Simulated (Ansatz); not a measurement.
# The cluster Si₂Ge: a spread of methods and bases

How do the results and run time of the cluster Si₂Ge respond when the settings are drawn wide?

Method: the settings change from run to run; program: Ansatz 0.2.0, Gaussian basis.

### 1 The relaxed structure

An earlier PBE0-D4 in a triple-zeta def2 set relaxation fixed the geometry.

3 atoms, charge 0, spin multiplicity 1.

Atoms are counted from 1 here; the program's logs count them from 0.

Bond lengths: Si1–Si2 2.172 Å, Si1–Ge3 2.237 Å. Angles: Si2–Si1–Ge3 81.2°.

Geometry (Å):

```mol
GeSi2
  3D, bonds by distance, orders not assigned

  3  2  0  0  0  0  0  0  0  0999 V2000
   -0.0337    0.0882    1.1121 Si  0  0
    0.8192    1.1447   -0.5832 Si  0  0
   -0.7855   -1.2329   -0.5290 Ge  0  0
  1  2  8  0
  1  3  8  0
M  END
```

### 2 wB97/def2-mTZVP

This run has unrestricted orbitals, atoms shaken by 0.15 Å.

in.yaml

```yaml
crystal:
  periodic: [false, false, false]
  atoms:
    - {symbol: Si, position_ang: [0.065198, -0.224087, 1.148267]}
    - {symbol: Si, position_ang: [0.982257, 1.499957, -0.703175]}
    - {symbol: Ge, position_ang: [-0.567607, -0.882273, -0.592241]}
basis:
  gaussian: {orbitals: def2-mTZVP}
magnetization: {spin_polarized: true, initial_magnetization: 0}
hamiltonian: {xc: {name: wB97}}
scf: {omitted_lower_state_checks: [starts]}
```

Launch:

```
$ ansatz run in.yaml --threads 4 --pin off --events-out ev --progress --plain --max-ram 3916MiB
```

Output:

```text
Functional definition: wB97
  name "wB97"
  cite "Chai & Head-Gordon, J. Chem. Phys. 128, 084106 (2008) doi:10.1063/1.2834918"
  cite "Becke, J. Chem. Phys. 107, 8554 (1997) doi:10.1063/1.475007"
  parameter omega = 0.4/bohr
  parameter cx1 = 1.13116
  parameter cx2 = -2.74915
  parameter cx3 = 12.0900
  parameter cx4 = -5.71642
  parameter css1 = -2.55352
  parameter css2 = 11.8926
  parameter css3 = -26.9452
  parameter css4 = 17.0927
  parameter cos1 = 3.99051
  parameter cos2 = -17.0066
  parameter cos3 = 1.07292
  parameter cos4 = 8.88211
  # The coefficients of nought are those of the uniform gas.
  exchange = spin_sum(e_x_unif_sr(omega)*poly(b97_u_x, 1, cx1, cx2, cx3, cx4)) + exact_x_lr(omega)
  correlation = spin_sum(e_c_pw_same_spin*poly(b97_u_same, 1, css1, css2, css3, css4))
      + integral(e_c_pw_opposite_spin*poly(b97_u_opposite, 1, cos1, cos2, cos3, cos4))
these checks for a lower state are left out or cut short: starts
771 factors; their error is unknown
293 factors; integrals over basis functions are off by at most 1.9e-5 eV
mean field evaluation 1: about -72268.9291 eV, gradient 1.6e1 eV
mean field evaluation 2: about -72265.9653 eV, gradient 2.6e1 eV
mean field evaluation 4: about -72271.2296 eV, gradient 1.4e0 eV
mean field evaluation 8: about -72271.2519 eV, gradient 1.6e-1 eV
mean field evaluation 16: about -72271.2437 eV, gradient 5.8e-3 eV
mean field evaluation 32: about -72271.2593 eV, gradient 6.0e-1 eV
mean field -72271.68925472 eV, -2655.9355926006 hartree, gradient 2.6e-5 eV, S^2 0.981375; 2 other end points of the search recorded, 0 dependent functions left out
reference -72271.68924848 eV, -2655.9355923713 hartree; 30, 30 occupied and 50, 50 virtual orbitals, 771 factors
Total energy: -72271.68924848 eV, -2655.9355923713 hartree
Checks for a lower state left out: starts
```

Run time: 15 s. Hardware: 4 threads of Arm Neoverse V2, shared host.

⟨S²⟩ 0.981. The spin excess of 0.98 shows a contaminated determinant.

### 3 CAM-B3LYP/cc-pVTZ

Options: atoms shaken by 0.08 Å, the search for lower states set to full.

in.yaml

```yaml
crystal:
  periodic: [false, false, false]
  atoms:
    - {symbol: Si, position_ang: [-0.125224, 0.029665, 1.050952]}
    - {symbol: Si, position_ang: [0.956318, 1.107350, -0.625423]}
    - {symbol: Ge, position_ang: [-0.812300, -1.164217, -0.563909]}
basis:
  gaussian: {orbitals: cc-pVTZ}
hamiltonian: {xc: {name: CAM-B3LYP}}
scf: {lower_state_search: full}
```

Same command.

Output (excerpt; [...] marks lines left out):

```text
Functional definition: CAM-B3LYP
  name "CAM-B3LYP"
  cite "Yanai, Tew & Handy, Chem. Phys. Lett. 393, 51 (2004) doi:10.1016/j.cplett.2004.06.011"
  cite "Iikura, Tsuneda, Yanai & Hirao, J. Chem. Phys. 115, 3540 (2001) doi:10.1063/1.1383587"
  cite "Becke, Phys. Rev. A 38, 3098 (1988) doi:10.1103/PhysRevA.38.3098"
  cite "Lee, Yang & Parr, Phys. Rev. B 37, 785 (1988) doi:10.1103/PhysRevB.37.785"
  cite "Vosko, Wilk & Nusair, Can. J. Phys. 58, 1200 (1980) doi:10.1139/p80-159"
[...]
  # Exact exchange under (alpha + beta erf(omega r))/r, Becke's under what is left of 1/r.
[...]
975 factors; their error is unknown
208 factors; integrals over basis functions are off by at most 2.2e-5 eV
[...]
mean field -72275.34382742 eV, -2656.0698956702 hartree, gradient 7.9e-5 eV, S^2 0.000000; 0 other end points of the search recorded, 0 dependent functions left out
reference -72275.34391891 eV, -2656.0698990324 hartree; 30, 30 occupied and 81, 81 virtual orbitals, 975 factors
Total energy: -72275.34391891 eV, -2656.0698990324 hartree
```

Wall time 1.2 s (4 threads of Arm Neoverse V2, shared host).

### 4 PBE0/def2-TZVPD

This run has multiplicity 3, restricted open-shell orbitals, atoms shaken by 0.15 Å.

in.yaml

```yaml
crystal:
  periodic: [false, false, false]
  atoms:
    - {symbol: Si, position_ang: [0.148862, 0.299506, 1.147791]}
    - {symbol: Si, position_ang: [0.815282, 1.322028, -0.556489]}
    - {symbol: Ge, position_ang: [-0.724702, -1.156277, -0.553458]}
basis:
  gaussian: {orbitals: def2-TZVPD}
magnetization: {spin_polarized: false, initial_magnetization: 2}
hamiltonian: {xc: {name: PBE0}}
scf: {omitted_lower_state_checks: [starts]}
output: {forces: true}
```

Same command.

Output (excerpt; [...] marks lines left out):

```text
Functional definition: PBE0
  name "PBE0"
  cite "Adamo & Barone, J. Chem. Phys. 110, 6158 (1999) doi:10.1063/1.478522"
  cite "Perdew, Burke & Ernzerhof, Phys. Rev. Lett. 77, 3865 (1996) doi:10.1103/PhysRevLett.77.3865"
  parent pbe
[...]
1018 factors; their error is unknown
[...]
mean field -72256.75977761 eV, -2655.3869444361 hartree, gradient 1.3e-5 eV, S^2 2.000000; 0 other end points of the search recorded, 0 dependent functions left out
[...]
reference -72256.75980288 eV, -2655.3869453649 hartree; 31, 29 occupied and 109, 111 virtual orbitals, 1018 factors
Total energy: -72256.75980288 eV, -2655.3869453649 hartree
Atom 0 at     0.148862     0.299506     1.147791 Å, force    -0.422061    -0.625229     1.841688 eV/Å
Atom 1 at     0.815282     1.322028    -0.556489 Å, force    -0.412945    -0.708874    -1.510152 eV/Å
Atom 2 at    -0.724702    -1.156277    -0.553458 Å, force     0.835006     1.334103    -0.331535 eV/Å
Dipole moment:    -0.029783    -0.051026    -0.105512 e Å
Checks for a lower state left out: starts
```

It took 3.3 s on 4 threads of Arm Neoverse V2, shared host.

Largest force 1.990 eV/Å, dipole 0.58 D.

### 5 B3LYP5/cc-pVTZ-DK

This run has atoms shaken by 0.08 Å.

in.yaml

```yaml
crystal:
  periodic: [false, false, false]
  atoms:
    - {symbol: Si, position_ang: [0.027912, 0.039135, 1.158103]}
    - {symbol: Si, position_ang: [0.805417, 1.128471, -0.525451]}
    - {symbol: Ge, position_ang: [-0.818805, -1.206195, -0.541480]}
basis:
  gaussian: {orbitals: cc-pVTZ-DK}
hamiltonian: {xc: {name: B3LYP5}}
scf: {omitted_lower_state_checks: [starts]}
```

Same command.

Output (excerpt; [...] marks lines left out):

```text
Functional definition: B3LYP5
  name "B3LYP5"
  cite "Stephens, Devlin, Chabalowski & Frisch, J. Phys. Chem. 98, 11623 (1994) doi:10.1021/j100096a001"
  cite "Becke, Phys. Rev. A 38, 3098 (1988) doi:10.1103/PhysRevA.38.3098"
  cite "Lee, Yang & Parr, Phys. Rev. B 37, 785 (1988) doi:10.1103/PhysRevB.37.785"
  cite "Vosko, Wilk & Nusair, Can. J. Phys. 58, 1200 (1980) doi:10.1139/p80-159"
[...]
988 factors; their error is unknown
[...]
mean field -72894.16099574 eV, -2678.8110071566 hartree, gradient 9.9e-6 eV, S^2 0.000000; 0 other end points of the search recorded, 0 dependent functions left out
reference -72894.16117985 eV, -2678.8110139225 hartree; 30, 30 occupied and 81, 81 virtual orbitals, 988 factors
Total energy: -72894.16117985 eV, -2678.8110139225 hartree
Relativity: scalar
Checks for a lower state left out: starts
```

Run time: 1 s. Hardware: 4 threads of Arm Neoverse V2, shared host.

### 6 All runs side by side

| level | charge | multiplicity | geometry | functions | energy (eV) | time |
| --- | --- | --- | --- | --- | --- | --- |
| wB97/def2-mTZVP | 0 | 1 | shaken | 80 | -72271.689 | 15 s |
| CAM-B3LYP/cc-pVTZ | 0 | 1 | shaken | 111 | -72275.344 | 1.2 s |
| PBE0/def2-TZVPD | 0 | 3 | shaken | 140 | -72256.760 | 3.3 s |
| B3LYP5/cc-pVTZ-DK | 0 | 1 | shaken | 111 | -72894.161 | 1 s |

### 7 What came out

| quantity | value |
| --- | --- |
| runs | 4 |
| quickest | B3LYP5/cc-pVTZ-DK, 1 s |
| slowest | wB97/def2-mTZVP, 15 s |

**Reading.** The runs differ in state or geometry as well as level, so their energies can't be set against each other. Run time spans a factor of 15, from B3LYP5/cc-pVTZ-DK to wB97/def2-mTZVP. The jobs differ in tasks and options as well as level.
